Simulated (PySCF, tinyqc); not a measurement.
Inside a calculation. Method: RHF in the sto-3g basis, for HF, spin multiplicity 1. The lowest restricted solution is unstable here: a spin-polarised one lies 0.1109 hartree lower (PySCF). One step of it, computed by the program tinyqc.

Question. Iteration 2: diagonalisation and new density. Diagonalise F' = X^T F X, C = X C', fill 5 alpha and 5 beta electrons from the bottom; D = 2 C_occ C_occ^T. Each column has its largest component positive (the first on a tie).

Fock matrix F (hartree), lower triangle:
```
             1F 1s      1F 2s     1F 2px     1F 2py     1F 2pz      2H 1s
1F 1s   -25.069113
1F 2s    -6.448210  -2.548553
1F 2px    0.000573  -0.000037   0.033901
1F 2py   -0.002085   0.000134  -0.002727   0.043082
1F 2pz   -0.005807  -0.052837  -0.002245   0.008176   0.018025
2H 1s    -0.238976  -0.240505   0.009293  -0.033838  -0.152910  -0.183189
```

X, lower triangle:
```
            1F 1s      1F 2s    1F 2px    1F 2py     1F 2pz     2H 1s
1F 1s    1.022257
1F 2s   -0.124087   1.027549
1F 2px   0.000000   0.000000  1.000000
1F 2py   0.000000   0.000000  0.000000  1.000000
1F 2pz  -0.000636   0.005047  0.000000  0.000000   1.004727
2H 1s    0.006387  -0.060077  0.000000  0.000000  -0.056522  1.009920
```

Give: F' = X^T F X; orbital energies; coefficients C; D after iteration 2.

Answer.

F' = X^T F X (hartree), lower triangle:
```
          1        2        3        4        5        6
1  -24.6036
2   -3.3561  -1.4075
3    0.0007  -0.0007   0.0339
4   -0.0024   0.0025  -0.0027   0.0431
5   -0.0041  -0.0397  -0.0028   0.0101   0.0345
6    0.0009  -0.1208   0.0095  -0.0347  -0.1444  -0.1489
```

orbital energies (hartree): MO1 -25.0794, MO2 -0.9533, MO3 -0.2099, MO4 0.0332, MO5 0.0373, MO6 0.1237

coefficients C:
```
            MO1      MO2      MO3     MO4      MO5      MO6
1F 1s    0.9947  -0.2617   0.0490  0.0000  -0.0012  -0.0106
1F 2s    0.0213   1.0107  -0.2222  0.0000   0.0013   0.0602
1F 2px   0.0000  -0.0006  -0.0274  0.9643  -0.2489  -0.0862
1F 2py   0.0001   0.0021   0.0999  0.2648   0.9063   0.3140
1F 2pz   0.0004   0.0580   0.4285  0.0000  -0.3394   0.8429
2H 1s   -0.0015   0.0964   0.8491  0.0000   0.0921  -0.5367
```

D after iteration 2, lower triangle:
```
          1F 1s    1F 2s   1F 2px   1F 2py  1F 2pz   2H 1s
1F 1s    2.1207
1F 2s   -0.5082   2.1425
1F 2px  -0.0018   0.0104   1.9851
1F 2py   0.0066  -0.0378   0.0541   1.8028
1F 2pz   0.0133  -0.0740   0.1454  -0.5293  0.6044
2H 1s    0.0296  -0.1824  -0.0925   0.3370  0.6764  1.4776
```
